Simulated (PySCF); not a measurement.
Stepwise substitution at one centre (Al F-NH2). All species are isolated molecules in the gas phase. Strings in code marks are SMILES.

The dipole moment from two functionals at the same geometries (B3LYP-D3(BJ)/def2-TZVP), both in PySCF: PBE-D3(BJ)/def2-TZVP and B3LYP-D3(BJ)/def2-TZVP. B3LYP has the VWN-RPA correlation part, as in Gaussian. 

```tsv
species	PBE-D3(BJ)/def2-TZVP (D)
0 of 3 F replaced by NH2 (`[F][Al]([F])[F]`)	0.00
1 of 3 F replaced by NH2 (`[F][Al]([NH2])[F]`)	2.56
2 of 3 F replaced by NH2 (`[Al]([F])([NH2])[NH2]`)	2.37
3 of 3 F replaced by NH2	0.00
```

Problem. What does B3LYP-D3(BJ)/def2-TZVP give for each?

Solution. 
- 0 of 3 F replaced by NH2 (`[F][Al]([F])[F]`): 0.00
- 1 of 3 F replaced by NH2 (`[F][Al]([NH2])[F]`): 2.58
- 2 of 3 F replaced by NH2 (`[Al]([F])([NH2])[NH2]`): 2.39
- 3 of 3 F replaced by NH2: 0.00
Over these rows, drawn at random from the members with no instability flagged (it was tested for open shells, ions and some series alone), PBE minus B3LYP-D3(BJ): mean -0.01 D, from -0.03 D to 0.00 D.
